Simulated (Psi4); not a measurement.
Reaction (SMILES): OO (H2O2) → [O-]O + H+
B3LYP-D3(BJ)/def2-TZVP geometries, fixed; electronic energies without zero-point terms.

Basis-set convergence of the deprotonation energy at MP2 with Psi4. Cartesian d functions, on some or all atoms, in 6-31G*, 6-31G**; all else is spherical. Density fitting with the program's default auxiliary sets. Cores are frozen. No added dispersion term, no relativity. Functions are those of the species that has most. Reference: Hartree-Fock in aug-cc-pVQZ plus the correlation part extrapolated as X^-3 from aug-cc-pVTZ and aug-cc-pVQZ, 382.33 kcal/mol, itself unsure by roughly 0.22 kcal/mol (a third of the extrapolation step and of the last Hartree-Fock step). Deviations are taken from unrounded values.

```csv
basis,functions
STO-3G,12
3-21G,22
6-31G,22
def2-SV(P),32
6-31G*,34
def2-SVP,38
6-31G**,40
6-311G**,48
def2-SVPD,62
def2-TZVP,74
def2-TZVPP,90
def2-TZVPD,98
def2-TZVPPD,114
def2-QZVPP,174
def2-QZVPPD,198
```

Task: Which is the smallest set listed that can be trusted to 2 kcal/mol here, that is, within that of the reference together with its larger relatives (same family, alike in diffuse functions; a set with none to test it counts only in the reference's own line)?

Result: The smallest set listed that lies within 2 kcal/mol of the reference with all its larger relatives (same family, alike in diffuse functions; a set with none counts only in the reference's own line) is def2-SVPD (62 functions, -1.28 kcal/mol off). Value minus reference: STO-3G 155.12, 3-21G 37.72, 6-31G 8.37, def2-SV(P) 19.22, 6-31G* 20.45, def2-SVP 29.13, 6-31G** 26.78, 6-311G** 25.46, def2-SVPD -1.28, def2-TZVP 8.01, def2-TZVPP 10.50, def2-TZVPD -1.25, def2-TZVPPD 1.00, def2-QZVPP 4.83, def2-QZVPPD 1.09 kcal/mol.
